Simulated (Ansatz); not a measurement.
# SiH2S (built from SMILES [SiH]S): functionals against CCSD(T) at one geometry

An exercise on one series of results from a longer session: the logs are not shown, and one member is left open.

Computed with Ansatz 0.2.0, Gaussian basis. Level: single points in def2-TZVPP.

Correlated methods freeze the cores.

## Where the work starts

4 atoms, charge 0, spin multiplicity 1.

Atoms are counted from 1 here; the program's logs count them from 0.

Bond lengths: H1–S2 1.538 Å, H1–Si3 1.714 Å, S2–Si3 2.149 Å, Si3–H4 1.470 Å. Angles: S2–H1–Si3 82.5°, H1–S2–Si3 52.3°, H1–Si3–S2 45.2°, H1–Si3–H4 113.4°, S2–Si3–H4 100.5°.

As a file:

```xyz
4

H    -1.1503    0.1686    0.0991
S    -0.4923    0.3966   -1.2720
Si    0.3130   -0.6684    0.4116
H     1.4257    0.2183    0.7809
```

The first run:

run/in.yaml

```yaml
crystal:
  periodic: [false, false, false]
  atoms:
    - {symbol: H, position_ang: [-1.150300, 0.168600, 0.099100]}
    - {symbol: S, position_ang: [-0.492300, 0.396600, -1.272000]}
    - {symbol: Si, position_ang: [0.313000, -0.668400, 0.411600]}
    - {symbol: H, position_ang: [1.425700, 0.218300, 0.780900]}
basis:
  gaussian: {orbitals: def2-TZVPP}
correlation: {method: ccsd_t}
output: {forces: true}
```

The command line of these runs was not kept.

Steps of the session up to this table: CCSD(T)/def2-TZVPP; PBE0-D4/def2-TZVPP; wB97M-V/def2-TZVPP; r2SCAN-D4/def2-TZVPP; PBE-D4/def2-TZVPP; CAM-B3LYP-D4/def2-TZVPP; B97M-V/def2-TZVPP.

One table of the session follows, with a row left open; its other results are not shown here.

```
      method  RMS force component (eV/Å)  angle to CCSD(T) forces (°)  dipole (D)
     CCSD(T)                       0.878                    reference        0.49
     PBE0-D4                       0.867                          8.1        0.56
     wB97M-V                           ?                            ?           ?
   r2SCAN-D4                       0.766                         10.7        0.54
      PBE-D4                       0.738                         16.1        0.52
CAM-B3LYP-D4                       0.928                          6.1        0.59
      B97M-V                       0.829                         11.0        0.44
```

Estimate the missing values for wB97M-V.

As computed: RMS force component (eV/Å): 0.949; angle to CCSD(T) forces (°): 4.8; dipole (D): 0.56. In the column «RMS force component (eV/Å)» it is the highest.
